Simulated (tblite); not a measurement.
Compound: C5H5 (doublet state).
InChI=1S/C5H5/c1-2-4-5-3-1/h1-5H

Method: GFN2-xTB as coded in tblite; computed harmonic values from a numerical Hessian at the method's own geometry, unscaled. The method is semi-empirical: single wavenumbers can be off by several per cent or more. Open shells enter through the occupations alone, without spin polarisation, and single modes of such species can be off by tens of per cent.

Harmonic wavenumbers (cm⁻¹): 281.3, 459.0, 470.0, 685.1, 731.7, 779.1, 801.6, 815.9, 826.1, 901.3, 961.5, 1052.1, 1068.8, 1127.5, 1146.2, 1212.1, 1274.1, 1370.1, 1502.2, 3128.9, 3136.1, 3143.2, 3154.0, 3160.0.

A = 9353, B = 8764, C = 4524 MHz; mass 65.039 u (most abundant isotopes); point group C2v, symmetry number 2; spin multiplicity 2.

Question: Zero-point energy?

Answer: Half the sum of the wavenumbers: 16594 cm⁻¹ = 198.51 kJ/mol.

Question: What is S at 200 K and 1 bar for an ideal gas of classical rigid rotors and harmonic oscillators?

Answer: Translation 152.63, rotation 90.83, vibration 8.00, spin (R ln 2) 5.76: S = 257.2 J/(mol K).

Question: And Cp and H(200 K) − H(0)?

Answer: Cp = 54.36 J/(mol K), of which vibrations give 21.11 (their classical limit is 24 R = 199.5); H(200 K) − H(0) = 7.85 kJ/mol without the zero-point energy, 1.20 from vibrations.

Question: Which modes carry the vibrational entropy at 200 K?

Answer: 281.3 cm⁻¹: 3.74; 459.0 cm⁻¹: 1.36; 470.0 cm⁻¹: 1.28; 685.1 cm⁻¹: 0.36; 731.7 cm⁻¹: 0.27; 779.1 cm⁻¹: 0.20 J/(mol K); the other 18 give 0.79 together.

Question: What must be added to the electronic energy to get the Gibbs energy at 200 K and 1 bar?

Answer: ZPE + [H(200 K) − H(0)] − T·S = 198.51 + 7.85 − 51.44 = 154.92 kJ/mol.

Question: How do the functions run with temperature in this model?

Answer: 
```json
{"T (K)": "50", "S (J/(mol K))": "203.1", "Cp (J/(mol K))": "33.4", "H − H(0) (kJ/mol)": "1.66", "G − H(0) (kJ/mol)": "-8.49", "ln q(vib)": "0.00"}
{"T (K)": "100", "S (J/(mol K))": "227.1", "Cp (J/(mol K))": "36.8", "H − H(0) (kJ/mol)": "3.40", "G − H(0) (kJ/mol)": "-19.31", "ln q(vib)": "0.02"}
{"T (K)": "298.15", "S (J/(mol K))": "283.6", "Cp (J/(mol K))": "80.0", "H − H(0) (kJ/mol)": "14.42", "G − H(0) (kJ/mol)": "-70.14", "ln q(vib)": "0.72"}
{"T (K)": "373.15", "S (J/(mol K))": "303.6", "Cp (J/(mol K))": "99.1", "H − H(0) (kJ/mol)": "21.14", "G − H(0) (kJ/mol)": "-92.16", "ln q(vib)": "1.24"}
{"T (K)": "500", "S (J/(mol K))": "336.5", "Cp (J/(mol K))": "125.3", "H − H(0) (kJ/mol)": "35.46", "G − H(0) (kJ/mol)": "-132.78", "ln q(vib)": "2.30"}
{"T (K)": "750", "S (J/(mol K))": "394.1", "Cp (J/(mol K))": "158.1", "H − H(0) (kJ/mol)": "71.27", "G − H(0) (kJ/mol)": "-224.31", "ln q(vib)": "4.71"}
{"T (K)": "1000", "S (J/(mol K))": "442.5", "Cp (J/(mol K))": "178.0", "H − H(0) (kJ/mol)": "113.45", "G − H(0) (kJ/mol)": "-329.06", "ln q(vib)": "7.17"}
```

q(vib) and H(0) count from the zero-point level.

Hindered rotation and anharmonicity are outside this model.
